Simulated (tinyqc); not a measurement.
Harmonic frequencies on the UHF/sto-3g surface (energies and gradients from PySCF), for CH, spin multiplicity 4, step by step. One step of it, computed by the program tinyqc.

Problem. Normal modes. Diagonalise H_ij / sqrt(m_i m_j); the 5 smallest eigenvalues belong to translations and rotations; wavenumber = sqrt(eigenvalue / 1822.888) x 219474.63; each mode has its largest component positive (the first on a tie); zero-point energy = sum of wavenumbers / 2, with 349.755 1/cm per kcal/mol.

Hessian (symmetrised) (hartree/bohr^2):
```
,1Cx,1Cy,1Cz,2Hx,2Hy,2Hz
1Cx,-0.00000004,0.00000000,0.00000000,0.00000004,0.00000000,0.00000000
1Cy,0.00000000,-0.00000004,0.00000000,0.00000000,0.00000004,0.00000000
1Cz,0.00000000,0.00000000,0.48654139,0.00000000,0.00000000,-0.48654139
2Hx,0.00000004,0.00000000,0.00000000,-0.00000004,0.00000000,0.00000000
2Hy,0.00000000,0.00000004,0.00000000,0.00000000,-0.00000004,0.00000000
2Hz,0.00000000,0.00000000,-0.48654139,0.00000000,0.00000000,0.48654139
```

masses (u): 1C 12.000000, 2H 1.007825

Give: eigenvalues of the mass-weighted Hessian; harmonic wavenumbers of the vibrations; mass-weighted modes; zero-point energy.

Solution.

eigenvalues of the mass-weighted Hessian (hartree/(bohr^2 u)): 0.000  0.000  0.000  0.000  0.000  0.523

harmonic wavenumbers of the vibrations (1/cm): 3718.6

mass-weighted modes:
```
,mode 1
1Cx,0.000
1Cy,0.000
1Cz,-0.278
2Hx,0.000
2Hy,0.000
2Hz,0.960
```

zero-point energy = 5.316 kcal/mol
